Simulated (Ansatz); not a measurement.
Basis-set extrapolation for C6H10 (`CCC#CCC`) (PBE0-D4/def2-TZVP geometry, frozen core, the Gaussian-basis code of Ansatz). Multiplicity 1, RHF reference.

```tsv
	def2-TZVPP	def2-QZVPP
HF	-233.066866	-233.077364
MP2 correlation	-0.999588	-1.062255
CCSD(T) correlation	-1.096996	not run
```

Energies in hartree. Use E(X) = E(∞) + A·exp(−7.88·√X) for Hartree–Fock and E(X) = E(∞) + B·X^(−2.97) for correlation, with X = 3 and 4, and add CCSD(T) minus MP2 of the smaller set to the MP2 limit.

Question: What is the CCSD(T) energy at the basis-set limit?

Answer: HF limit: -233.077364 + (-0.010498) × 0.13774 = -233.07881. MP2 limit: -1.062255 + (-0.062667) × 0.74074 = -1.10867. Higher-order term: -1.096996 − (-0.999588) = -0.09741. Total: -234.28489 hartree, 317.8 kJ/mol below CCSD(T)/def2-TZVPP.
